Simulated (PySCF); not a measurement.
NaO: energy against distance

Set-up: Na jorge-DZP-DKH, O jorge-DZP-DKH; spin-free X2C with a Gaussian nucleus (PySCF 2.14). Energies in eV from Na + O in their ground configurations at the same level. State: ²Π (doublet), unpaired electrons π ↑.

| R (Å) | PBE | UHF-MP2 | LDA |
| --- | --- | --- | --- |
| 1.774 | -2.254 | -1.602 | -2.778 |
| 1.857 | -2.567 | -1.939 | -3.051 |
| 1.939 | -2.743 | -2.129 | -3.192 |
| 2.001 | -2.809 | -2.202 | -3.236 |
| 2.063 | -2.834 | -2.229 | -3.240 |
| 2.125 | -2.827 | -2.220 | -3.214 |
| 2.207 | -2.781 | -2.168 | -3.146 |
| 2.311 | -2.682 | -2.057 | -3.023 |
| 2.434 | -2.528 | -1.882 | -2.845 |
| 2.599 | -2.298 | -1.611 | -2.587 |

Problem. Put a parabola through the three lowest points of the PBE curve and estimate Re, k and ωe (reduced mass 9.432 u; 1 eV/Å² = 0.16022 mdyn/Å; ωe = 1302.8·√(k/μ) cm⁻¹).

Solution. Through R = 2.001, 2.063, 2.125 Å the second-order coefficient is 4.16 eV/Å², so Re ≈ 2.080 Å, k ≈ 1.33 mdyn/Å and ωe ≈ 490 cm⁻¹. A polynomial fit of higher order to the unrounded PBE energies gives Re = 2.078 Å, k = 1.25 mdyn/Å, ωe = 474 cm⁻¹; anharmonicity and rounding make the difference.

The higher-order fit for each curve: PBE: Re = 2.078 Å, ωe = 474 cm⁻¹, De = 2.84 eV; UHF-MP2: Re = 2.077 Å, ωe = 498 cm⁻¹, De = 2.23 eV; LDA: Re = 2.039 Å, ωe = 501 cm⁻¹, De = 3.24 eV.

Correlated steps freeze 2 core orbitals. Correlated levels converge slowly with the basis: in double zeta they bind strong bonds too weakly, by up to about 1 eV, and carry superposition errors of some tenths. The state was picked by a PBE0 search and need not be the measured ground state.
